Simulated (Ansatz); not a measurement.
Process, species as SMILES: OCl (OH-Cl) → [O]Cl (O-Cl) + H atom
B3LYP-D3(BJ)/def2-TZVP geometries, fixed; electronic energies without zero-point terms.

Basis-set convergence of the bond dissociation energy at PBE with Ansatz (an electronic-structure program). Cartesian d functions, on some or all atoms, in 6-31G*, 6-31+G*, 6-311G**, 6-311+G**; all else is spherical. The program fits the integrals of some runs and decomposes those of others, by size. Open shells are unrestricted. No added dispersion term, no relativity. Functions are those of the species that has most. Reference: the value in pcseg-4, 93.99 kcal/mol, itself unsure by roughly 0.05 kcal/mol (its mean distance from aug-pcseg-3, aug-cc-pV(Q+d)Z, cc-pV(5+d)Z). Deviations are taken from unrounded values.

```tsv
basis	functions	bond dissociation energy (kcal/mol)
6-31G*	36	93.00
6-31+G*	44	93.21
def2-SVP	37	94.71
def2-SVPD	58	97.07
pcseg-1	37	94.76
aug-pcseg-1	59	95.80
cc-pV(D+d)Z	42	93.41
aug-cc-pV(D+d)Z	64	94.22
6-311G**	51	96.99
6-311+G**	59	96.53
def2-TZVP	74	93.11
def2-TZVPD	95	93.48
pcseg-2	78	95.00
aug-pcseg-2	119	94.72
cc-pV(T+d)Z	83	94.16
aug-cc-pV(T+d)Z	124	94.08
def2-TZVPP	87	94.19
def2-TZVPPD	108	94.27
cc-pV(Q+d)Z	149	94.13
aug-cc-pV(Q+d)Z	215	94.09
def2-QZVPP	157	94.09
def2-QZVPPD	178	94.06
pcseg-3	157	94.18
aug-pcseg-3	223	94.02
```

What the diffuse functions change, pair by pair:
- 6-31G* to 6-31+G*: 8 more functions, deviation -0.98 to -0.78 kcal/mol
- def2-SVP to def2-SVPD: 21 more functions, deviation 0.73 to 3.08 kcal/mol
- pcseg-1 to aug-pcseg-1: 22 more functions, deviation 0.77 to 1.81 kcal/mol
- cc-pV(D+d)Z to aug-cc-pV(D+d)Z: 22 more functions, deviation -0.58 to 0.23 kcal/mol
- 6-311G** to 6-311+G**: 8 more functions, deviation 3.00 to 2.54 kcal/mol
- def2-TZVP to def2-TZVPD: 21 more functions, deviation -0.88 to -0.50 kcal/mol
- pcseg-2 to aug-pcseg-2: 41 more functions, deviation 1.01 to 0.73 kcal/mol
- cc-pV(T+d)Z to aug-cc-pV(T+d)Z: 41 more functions, deviation 0.18 to 0.09 kcal/mol
- def2-TZVPP to def2-TZVPPD: 21 more functions, deviation 0.21 to 0.28 kcal/mol
- cc-pV(Q+d)Z to aug-cc-pV(Q+d)Z: 66 more functions, deviation 0.15 to 0.10 kcal/mol
- def2-QZVPP to def2-QZVPPD: 21 more functions, deviation 0.10 to 0.07 kcal/mol
- pcseg-3 to aug-pcseg-3: 66 more functions, deviation 0.19 to 0.03 kcal/mol

They bring the value nearer the reference by more than 0.05 kcal/mol in 7 of 12 pairs.
